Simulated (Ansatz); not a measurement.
**BFH4O: a nudged elastic band in two tries**

Aim: a band of images between two relaxed ends for this system.

Program: Ansatz 0.2.0. Level of theory: RKS PBE0/def2-SVP. These are calculated values, not measurements.

## 1. Starting point

Bond lengths: B1–H2 1.220 Å, B1–H3 1.219 Å, B1–F4 1.375 Å, B1–O5 1.710 Å, O5–H6 0.968 Å, O5–H7 0.968 Å. Angles: H2–B1–H3 119.1°, H2–B1–F4 115.3°, H2–B1–O5 100.5°, H3–B1–F4 115.3°, H3–B1–O5 100.5°, F4–B1–O5 101.6°, B1–O5–H6 107.3°, B1–O5–H7 107.4°, H6–O5–H7 106.0°.

Structure file:

```xyz
7

B     0.0384    0.0266    0.1240
H     0.2042    0.6662    1.1490
H     0.9203    0.0187   -0.7183
F    -1.2452    0.0310   -0.3700
O     0.1705   -1.5675    0.7283
H    -0.0268   -2.1702   -0.0036
H    -0.5396   -1.6924    1.3748
```

## 2. First try

input.yaml reads:

```yaml
crystal:
  periodic: [false, false, false]
  atoms:
    - { symbol: B, position_ang: [0.038436, 0.026641, 0.123992] }
    - { symbol: H, position_ang: [0.204189, 0.666197, 1.149022] }
    - { symbol: H, position_ang: [0.920274, 0.018733, -0.718285] }
    - { symbol: F, position_ang: [-1.245217, 0.030964, -0.369974] }
    - { symbol: O, position_ang: [0.170455, -1.56746, 0.728265] }
    - { symbol: H, position_ang: [-0.026752, -2.170221, -0.003624] }
    - { symbol: H, position_ang: [-0.539586, -1.692355, 1.374806] }
basis:
  gaussian: { orbitals: def2-SVP }
hamiltonian:
  xc: pbe0
neb:
  order_check: false
  images: 5
  f_tol: 0.05
  max_iterations: 8
  final_atoms:
    - { symbol: B, position_ang: [-0.06055449, -0.31611507, -1.02391948] }
    - { symbol: H, position_ang: [0.29338833, -0.86184094, 3.45645594] }
    - { symbol: H, position_ang: [0.75542687, 0.54394509, -1.22617577] }
    - { symbol: F, position_ang: [-0.96164229, -0.61061129, -1.95779194] }
    - { symbol: O, position_ang: [-0.06455588, -0.9815556, 0.14350095] }
    - { symbol: H, position_ang: [-0.7612932, -1.6482809, 0.19517323] }
    - { symbol: H, position_ang: [0.32102965, -0.8130423, 2.69695907] }
  initial_path:
    images:
      - { positions_ang: [[0.038436, 0.026641, 0.123992], [0.204189, 0.666197, 1.149022], [0.920274, 0.018733, -0.718285], [-1.245217, 0.030964, -0.369974], [0.170455, -1.56746, 0.728265], [-0.026752, -2.170221, -0.003624], [-0.539586, -1.692355, 1.374806]] }
      - { positions_ang: [[0.00904151, 0.01802608, 0.08101149], [0.11976992, 0.4481735, 1.27768421], [0.93940939, 0.0366421, -0.67917205], [-1.22681854, -0.00882737, -0.46791873], [0.16078129, -1.58053893, 0.66751265], [-0.13807015, -2.19166318, -0.0242053], [-0.34231441, -1.40931319, 1.42928972]] }
      - { positions_ang: [[-0.02035299, 0.00941116, 0.03803098], [0.03535084, 0.23015001, 1.40634642], [0.95854478, 0.05455119, -0.64005909], [-1.20842008, -0.04861875, -0.56586346], [0.15110758, -1.59361787, 0.6067603], [-0.2493883, -2.21310536, -0.04478659], [-0.14504282, -1.12627138, 1.48377345]] }
      - { positions_ang: [[-0.04974748, 0.00079624, -0.00494954], [-0.04906824, 0.01212651, 1.53500863], [0.97768016, 0.07246029, -0.60094614], [-1.19002162, -0.08841012, -0.66380818], [0.14143387, -1.6066968, 0.54600795], [-0.36070645, -2.23454754, -0.06536789], [0.05222877, -0.84322957, 1.53825717]] }
      - { positions_ang: [[-0.05334982, -0.10484087, -0.34460618], [0.06508395, -0.27919597, 2.17549107], [0.90359573, 0.22962189, -0.80935602], [-1.11389518, -0.26247718, -1.0951361], [0.07277062, -1.3983164, 0.41183895], [-0.49423537, -2.03912532, 0.02147915], [0.14182906, -0.83316715, 1.92449114]] }
      - { positions_ang: [[-0.05695215, -0.21047797, -0.68426283], [0.17923614, -0.57051846, 2.8159735], [0.8295113, 0.38678349, -1.01776589], [-1.03776873, -0.43654423, -1.52646402], [0.00410737, -1.189936, 0.27766995], [-0.62776429, -1.84370311, 0.10832619], [0.23142936, -0.82310472, 2.3107251]] }
      - { positions_ang: [[-0.06055449, -0.31611507, -1.02391948], [0.29338833, -0.86184094, 3.45645594], [0.75542687, 0.54394509, -1.22617577], [-0.96164229, -0.61061129, -1.95779194], [-0.06455588, -0.9815556, 0.14350095], [-0.7612932, -1.6482809, 0.19517323], [0.32102965, -0.8130423, 2.69695907]] }
  spring: -5.0
```

Command:

```
$ ansatz run input.yaml --threads 1 --pin off --max-ram 2048MiB --backend cpu --events-out ev --progress --plain --runs-dir out
```

Before running it: what results should come out? Wanted: first try.

As calculated:

| quantity | value |
| --- | --- |
| first try | refused |
| cause | a negative spring would push the images apart instead of spacing them |

What this shows: The fault in the first input was caught at the input check and cost nothing.
